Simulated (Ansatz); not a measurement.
Reaction (SMILES): ClO (OH-Cl) → HClO+ (doublet, bonded as OCl) + e-
B3LYP-D3(BJ)/def2-TZVP geometries, fixed; electronic energies without zero-point terms.
Largest species:
```
O
H 1 0.9686
Cl 1 1.7015 2 103.27
```
Charge 0, spin multiplicity 1.

Effect of a fitting basis named in the input at r2SCAN/def2-TZVPP with Ansatz (a quantum-chemistry and plane-wave program), against the last row, where the adiabatic ionisation energy is 10.82 eV. Open shells are unrestricted. The default fits or decomposes integrals by the program's own choice; accuracy: high also tightens integrals, grids and stops.

```
setting                        largest shift of a total energy (mEh)  shift of the adiabatic ionisation energy (eV)
-----------------------------  -------------------------------------  ---------------------------------------------
fitting: def2-SV(P)-JKFIT                                     -0.042                                          0.000
fitting: def2-universal-JKFIT                                 -0.042                                          0.000
fitting: cc-pVTZ-JKFIT                                        -0.017                                          0.000
fitting: cc-pVQZ-JKFIT                                        -0.007                                          0.000
fitting: cc-pV5Z-JKFIT                                        -0.004                                          0.000
fitting: def2-universal-JFIT                                  -0.177                                          0.000
accuracy: high                                                 0.000                                          0.000
accuracy: medium (default)                                     0.000                                          0.000
```

Within 0.002 eV in the adiabatic ionisation energy: fitting: def2-SV(P)-JKFIT; fitting: def2-universal-JKFIT; fitting: cc-pVTZ-JKFIT; fitting: cc-pVQZ-JKFIT; fitting: cc-pV5Z-JKFIT; fitting: def2-universal-JFIT; accuracy: high. The largest shift is 0.177 mEh in a total energy and 0.000 eV in the difference.
